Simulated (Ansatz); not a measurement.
System: hcp Hf. Method: HSE06 in Ansatz (plane waves, PAW).

Numerical settings: plane-wave cutoff 460 eV, 12×12×6 k mesh (along the axes of the cell as run), Fermi–Dirac smearing 0.05 eV, scalar-relativistic PAW data made under PBE.

Computed at the level's own relaxed cell.

Estimate the lattice parameter a and lattice parameter c that the calculation returns.


lattice parameter a: 3.221 Å
lattice parameter c: 5.071 Å

Measured, for comparison: lattice constant a 3.194 Å (293 K, no zero-point or thermal correction, our sources range from 3.194 to 3.200; as tabulated in Wikipedia's data pages); lattice parameter c 5.051 Å (293 K, no zero-point or thermal correction; as tabulated in Wikipedia's data pages). Computed (rounded) less measured: lattice constant a +0.8 % (+0.7 % to +0.8 % over the range), lattice parameter c +0.4 %.

Spin–orbit coupling is not included.

Computed values are for the static lattice.

Ansatz is a program for electronic structure.
